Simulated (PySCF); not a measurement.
# How methods differ on the ionisation energy of Cl

Cl [Ne] 3s2 3p5 (2P) → Cl⁺ [Ne] 3s2 3p4 (3P), as a difference of total energies. All numbers are calculated (PySCF 2.14, no relativity, point nucleus, in aug-cc-pwCVTZ). Correlated levels: valence and next inner shell: 1s2 frozen. The calculations carry no spin-orbit coupling.

| method | ionisation energy (eV) |
| --- | --- |
| UHF | 11.770 |
| MP2 (valence and next inner shell) | 12.792 |
| SCS-MP2 (valence and next inner shell) | 12.788 |
| CCSD (valence and next inner shell) | 12.743 |
| CCSD(T) (valence and next inner shell) | 12.796 |

How much does correlation contribute at CCSD(T) (valence and next inner shell)?

12.796 − (11.770) = 1.026 eV, measured against UHF.

Errors of the correlated levels include the incompleteness of this basis and the frozen core.

For comparison: 12.974 eV (measured; NIST levels, between the centres of gravity of the two terms).
